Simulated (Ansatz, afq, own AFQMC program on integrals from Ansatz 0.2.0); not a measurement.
**SbH, singlet → SbH, triplet**

```xyz
2

Sb    0.0000    0.0000    0.0000
H     0.0000    0.0000    1.7130
```

E(triplet, charge +0) − E(singlet, charge +0) at this geometry, on RHF and UHF determinants.

Basis def2-SVP with its core potentials. Only valence electrons are correlated. AFQMC by an in-house program on the Cholesky factors that Ansatz 0.2.0 writes for its CCSD(T) run. ph-AFQMC/CISD is guided by a CISD state made of CCSD amplitudes; releasing the constraint for a short imaginary time cuts its bias at the price of noise, slowly where states lie close. Error bars are statistical, one sigma. No spin–orbit coupling. The errors of all members are added in quadrature.

Full CI on the same integrals is exact in this basis and with this determinant's frozen core.

Errors are counted within def2-SVP, not against nature.

Cautions: inner d shell frozen; no spin-orbit coupling; SbH (singlet): another spin lies lower, restricted determinant unstable towards unrestricted (UHF 1.29 eV lower, ⟨S²⟩ 1.02), strong correlation (T1 0.010, weight of the determinant 0.79, largest double 0.43), the CCSDT(Q) amplitudes may be one of several solutions (largest double 0.95), the CCSDTQ amplitudes may be one of several solutions (largest double 0.97), the ph-AFQMC/HF walk drifts between its halves (2.6 errors), the determinant fills πx and πy unequally, so it mixes two states of the linear molecule, and each level undoes that mixture to a different degree, while full CI gives the lower state, CCSDTQ on the UHF determinant differs (1.02 eV lower), perhaps since the unrestricted series falls towards higher spin.

| level | vertical spin gap (kcal/mol) |
| --- | --- |
| HF | -40.4 |
| MP2 | -34.0 |

**Question.** From these cheaper values, estimate the vertical spin gap at the reference level in def2-SVP.

**Answer.** -24.0 kcal/mol (full CI in def2-SVP).

```tsv
level	vertical spin gap (kcal/mol)	error against FCI (kcal/mol)
CCSD	-28.7	-4.7
CCSD(T)	-26.5	-2.5
CCSDT	-24.1	-0.1
CCSDT(Q)	-24.0	0.1
CCSDTQ	-24.0	0.0
ph-AFQMC/HF	-27.0 ± 0.5	-3.0 ± 0.5
```

Correlation beyond CCSD(T) adds 2.5 kcal/mol. The perturbative (T) step is worth +2.2 kcal/mol. Where a determinant mixes two states, these steps and errors hold in part the undoing of that mixture, and only full CI is sure.

CCSDT and higher add their correlation energy to the determinant of the CCSD(T) run, since their own runs factorise the integrals more tightly (a shift of under 2 meV).
